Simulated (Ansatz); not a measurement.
Born–Oppenheimer molecular dynamics of CH₃SSi (6 atoms, charge 0, multiplicity 2). It starts at the highest image of a converged band, a first-order saddle point between two minima.

Theory: UKS PBE0-D4/6-31G* in Ansatz.

- ensemble: NVE (velocity Verlet)
- time step: 0.5 fs
- steps asked: 184
- starting velocities drawn for: 100 K
- seed: 8115

Frames 5 fs apart, positions in Å, forces in eV/Å.

Velocities at 10.0 fs (Å/ps):

```
C -0.42 -1.07 -1.51
Si -0.22 -0.51 0.24
S -0.07 0.30 -0.20
H -0.53 2.62 8.01
H 3.24 6.87 -6.22
H 10.73 8.19 16.08
```

```xyz
6
Properties=species:S:1:pos:R:3:forces:R:3 time_fs=10.0 energy_less_start_eV=0.017 T=67
C -0.415 -0.701 -0.215 0.28 -0.59 -0.12
Si 0.518 1.105 0.249 0.27 -0.34 -0.32
S -1.360 0.538 -0.779 -0.29 0.61 0.05
H -0.781 -1.546 0.360 0.10 -0.11 0.01
H 1.610 0.867 -0.790 -0.27 0.01 0.34
H 0.522 -0.070 1.235 -0.10 0.41 0.04
6
Properties=species:S:1:pos:R:3:forces:R:3 time_fs=15.0 energy_less_start_eV=-0.051 T=199
C -0.414 -0.712 -0.224 0.27 -0.20 -0.20
Si 0.518 1.100 0.249 -0.23 -0.68 -0.35
S -1.361 0.542 -0.780 -0.15 0.45 0.26
H -0.769 -1.536 0.394 0.09 -0.02 -0.07
H 1.595 0.903 -0.777 0.03 -0.02 0.16
H 0.566 0.030 1.319 -0.02 0.47 0.20
6
Properties=species:S:1:pos:R:3:forces:R:3 time_fs=20.0 energy_less_start_eV=-0.215 T=517
C -0.408 -0.726 -0.236 0.49 0.52 -0.21
Si 0.516 1.089 0.245 -1.05 -1.27 -0.50
S -1.364 0.549 -0.778 0.02 0.31 0.46
H -0.738 -1.534 0.414 -0.02 -0.03 -0.06
H 1.594 0.935 -0.731 0.52 0.03 -0.16
H 0.607 0.240 1.456 0.05 0.44 0.48
6
Properties=species:S:1:pos:R:3:forces:R:3 time_fs=25.0 energy_less_start_eV=-0.546 T=1156
C -0.391 -0.731 -0.252 0.96 0.93 0.36
Si 0.505 1.067 0.238 -0.49 -2.70 -0.45
S -1.366 0.558 -0.774 -0.05 0.56 0.39
H -0.711 -1.535 0.414 -0.07 0.06 -0.19
H 1.685 0.979 -0.697 -0.23 0.32 0.45
H 0.653 0.568 1.675 -0.12 0.84 -0.56
6
Properties=species:S:1:pos:R:3:forces:R:3 time_fs=30.0 energy_less_start_eV=-1.104 T=2235
C -0.355 -0.716 -0.261 1.39 1.18 1.01
Si 0.491 1.022 0.227 -0.30 -3.00 0.32
S -1.369 0.572 -0.767 -0.39 1.02 -0.02
H -0.701 -1.530 0.373 -0.08 -0.11 -0.17
H 1.740 1.099 -0.580 -0.23 0.49 0.08
H 0.670 1.077 1.771 -0.39 0.42 -1.21
6
Properties=species:S:1:pos:R:3:forces:R:3 time_fs=35.0 energy_less_start_eV=-1.607 T=3206
C -0.294 -0.681 -0.250 0.47 0.45 1.23
Si 0.473 0.953 0.218 0.58 -0.56 0.85
S -1.375 0.594 -0.759 -0.48 0.75 -0.47
H -0.702 -1.541 0.285 0.25 0.00 -0.27
H 1.742 1.326 -0.448 -0.20 0.07 -0.46
H 0.594 1.671 1.598 -0.61 -0.71 -0.88
6
Properties=species:S:1:pos:R:3:forces:R:3 time_fs=40.0 energy_less_start_eV=-1.155 T=2333
C -0.225 -0.637 -0.216 -1.57 -1.14 0.11
Si 0.462 0.882 0.217 2.21 4.49 0.80
S -1.384 0.620 -0.756 -0.11 -0.38 -0.60
H -0.649 -1.565 0.142 0.38 -0.24 -0.01
H 1.689 1.551 -0.413 -0.43 -1.06 -0.41
H 0.378 2.099 1.227 -0.49 -1.67 0.10
6
Properties=species:S:1:pos:R:3:forces:R:3 time_fs=45.0 energy_less_start_eV=-0.592 T=1244
C -0.186 -0.617 -0.180 -3.06 -2.49 -0.89
Si 0.468 0.847 0.223 1.88 6.16 0.60
S -1.394 0.643 -0.756 0.17 -1.76 -0.67
H -0.509 -1.632 -0.007 0.23 -0.05 0.10
H 1.564 1.553 -0.480 0.64 -0.81 -0.48
H 0.055 2.160 0.886 0.13 -1.05 1.34
6
Properties=species:S:1:pos:R:3:forces:R:3 time_fs=50.0 energy_less_start_eV=-0.667 T=1389
C -0.205 -0.639 -0.160 -2.40 -0.48 -0.75
Si 0.490 0.861 0.233 0.97 2.90 -0.32
S -1.403 0.653 -0.762 0.33 -2.70 -0.73
H -0.321 -1.715 -0.136 -0.19 0.16 0.08
H 1.563 1.373 -0.649 0.41 -0.02 0.14
H -0.234 1.985 0.847 0.87 0.13 1.58
6
Properties=species:S:1:pos:R:3:forces:R:3 time_fs=55.0 energy_less_start_eV=-0.839 T=1722
C -0.271 -0.672 -0.154 -0.81 1.55 0.02
Si 0.520 0.900 0.240 -0.78 0.02 -0.96
S -1.409 0.644 -0.773 0.85 -2.32 -0.33
H -0.175 -1.755 -0.248 -0.46 0.40 -0.11
H 1.649 1.183 -0.775 -0.46 0.48 1.08
H -0.312 1.804 1.151 1.65 -0.14 0.31
6
Properties=species:S:1:pos:R:3:forces:R:3 time_fs=60.0 energy_less_start_eV=-1.216 T=2452
C -0.354 -0.677 -0.148 0.57 1.97 0.71
Si 0.542 0.940 0.240 -3.06 -1.92 0.18
S -1.409 0.618 -0.786 1.09 -0.91 0.02
H -0.132 -1.713 -0.388 -0.45 0.18 -0.30
H 1.665 1.107 -0.684 0.49 0.83 0.23
H -0.018 1.599 1.532 1.37 -0.14 -0.85
6
Properties=species:S:1:pos:R:3:forces:R:3 time_fs=65.0 energy_less_start_eV=-1.487 T=2973
C -0.424 -0.646 -0.128 1.91 0.22 0.66
Si 0.541 0.965 0.242 -1.81 -2.24 0.56
S -1.401 0.586 -0.800 0.27 1.31 -0.03
H -0.194 -1.615 -0.584 -0.26 0.30 0.14
H 1.769 1.211 -0.526 0.02 0.35 -0.23
H 0.577 1.364 1.730 -0.13 0.05 -1.10
```

Of the whole run (92 fs, mean temperature of the second half 1822 K): The conserved energy stayed within 0.24 meV per atom of its start (net change 0.029 meV per atom), so the integration is sound. The system heated up, since it started high on the potential surface and ran downhill. A run of 0.092 ps of so small a system gives no equilibrium averages.

The run took 16 min on 1 thread of Arm Neoverse N1 (shared host), peak memory 0.15 GiB.
